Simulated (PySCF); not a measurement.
Dissociation curve of SMILES O (H2O), singlet. The O1–H3 bond (O1 also carries H; H3 carries nothing else) is stretched with both fragments frozen at the PBE0/def2-TZVP optimised geometry.

- UCCSD = CCSD on UHF/cc-pVTZ, 1 core orbital frozen (PySCF)
- UKS-BLYP = unrestricted BLYP/cc-pVTZ in PySCF 2.14.0
- RCCSD = CCSD on RHF/cc-pVTZ, 1 core orbital frozen (PySCF)
- UCCSD(T) = PySCF with CCSD(T) on UHF/cc-pVTZ, 1 core orbital frozen

Energies are in kcal/mol, each relative to the lowest point of its own curve near equilibrium.

| R / Å | UCCSD | UKS-BLYP | RCCSD | UCCSD(T) |
|---|---|---|---|---|
| 0.73 | 56.9 | 59.9 | 56.9 | 57.5 |
| 0.77 | 34.6 | 37.2 | 34.6 | 35.0 |
| 0.82 | 16.2 | 18.3 | 16.2 | 16.6 |
| 0.87 | 5.7 | 7.1 | 5.7 | 6.0 |
| 0.90 | 2.3 | … | 2.3 | 2.4 |
| 0.92 | 0.9 | 1.6 | 0.9 | 1.0 |
| 0.96 | 0.0 | 0.0 | 0.0 | 0.0 |
| 0.98 | 0.3 | 0.0 | 0.3 | 0.3 |
| 1.01 | 1.6 | … | 1.6 | … |
| 1.07 | 6.2 | 4.4 | 6.2 | 5.9 |
| 1.12 | 11.7 | 8.9 | 11.7 | 11.2 |
| 1.20 | 22.1 | … | 22.1 | 21.4 |
| 1.28 | 33.6 | … | 33.6 | 32.6 |
| 1.45 | 58.3 | … | 57.9 | 56.8 |
| 1.59 | 76.9 | 67.0 | 75.8 | 74.5 |
| 1.73 | 92.4 | 82.1 | 90.9 | 89.4 |
| 1.91 | 106.5 | 96.8 | 106.1 | 104.5 |
| 2.09 | 114.1 | 106.1 | 117.0 | 114.0 |
| 2.35 | 118.3 | 113.6 | 126.9 | 119.5 |
| 2.57 | 119.5 | 117.0 | 131.8 | 121.0 |
| 2.90 | 120.2 | 119.7 | 135.6 | 121.8 |
| 3.34 | 120.4 | 121.1 | 137.8 | 122.0 |

### Question
What belongs in the gaps?

### Answer

- 0.90, UKS-BLYP: 3.2
- 1.01, UKS-BLYP: 0.7
- 1.01, UCCSD(T): 1.4
- 1.20, UKS-BLYP: 17.9
- 1.28, UKS-BLYP: 28.1
- 1.45, UKS-BLYP: 50.1

The unrestricted determinant behind UCCSD, UCCSD(T) is spin-contaminated at 1.45 to 3.34 Å (<S²> up to 1.0, against 0.00 for a pure singlet). The unrestricted determinant behind UKS-BLYP is spin-contaminated at 1.91 to 3.34 Å (<S²> up to 1.0, against 0.00 for a pure singlet). The T1 diagnostic of CCSD on the restricted reference of RCCSD exceeds 0.045 at 2.90 to 3.34 Å.
